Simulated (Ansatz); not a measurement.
Geometry optimisation, Ansatz 0.2.0, UKS r2SCAN/6-31G*.

Input file:

```yaml
crystal:
  periodic: [false, false, false]
  atoms:
    - { symbol: S, position_ang: [-1.6203, -0.7567, -0.7923] }
    - { symbol: Al, position_ang: [-0.3356, 0.8326, 0.1739] }
    - { symbol: S, position_ang: [1.7726, 0.3069, 0.6999] }
    - { symbol: H, position_ang: [-2.0474, -1.1714, 0.439] }
    - { symbol: H, position_ang: [2.2807, 0.7151, -0.5619] }
magnetization:
  spin_polarized: true
  initial_magnetization: 1
basis:
  gaussian: { orbitals: "6-31G*" }
hamiltonian:
  xc: r2scan
relax:
  f_tol: 0.015
  max_steps: 40
```

Launched with:

```bash
$ ansatz run input.yaml --threads 1 --pin off --max-ram 2048MiB --backend cpu --events-out ev --progress --plain --runs-dir out
```

Q: Where does it end, and by what steps?

A: The forces met the threshold. The force dipped under the threshold on the way, but the program's further checks kept it going. After 20 steps the energy has fallen by 0.442 eV; H5 moved furthest, 1.43 Å.

| step | energy less start (eV) | largest force component (eV/Å) | accepted |
| --- | --- | --- | --- |
| 0 | 0.0000 | 1.249 | yes |
| 1 | -0.0559 | 0.498 | yes |
| 2 | -0.0659 | 0.101 | yes |
| 3 | -0.0984 | 0.468 | yes |
| 4 | -0.1246 | 1.118 | yes |
| 5 | -0.2352 | 0.645 | yes |
| 6 | -0.3131 | 0.401 | yes |
| 7 | -0.3473 | 0.238 | yes |
| 8 | -0.3739 | 0.238 | yes |
| 9 | -0.4046 | 0.492 | yes |
| 10 | -0.4261 | 0.353 | yes |
| 11 | -0.4348 | 0.128 | yes |
| 12 | -0.4397 | 0.017 | yes |
| 13 | -0.4397 | 0.014 | yes |
| 14 | -0.3941 | 1.046 | no |
| 15 | -0.4408 | 0.080 | yes |
| 16 | -0.4406 | 0.114 | no |
| 17 | -0.4413 | 0.009 | yes |
| 18 | -0.4415 | 0.021 | yes |
| 19 | -0.4415 | 0.017 | no |
| 20 | -0.4415 | 0.001 | yes |

```xyz
5
Properties=species:S:1:pos:R:3
S -1.873 -0.406 -0.258
Al -0.488 1.241 0.266
S 1.695 0.876 0.351
H -0.920 -1.356 -0.399
H 1.637 -0.429 -0.001
```

Time of the run: 110 s on 1 thread of Intel(R) Xeon(R) Platinum 8488C (Sapphire Rapids) (shared host), peak memory 0.18 GiB.
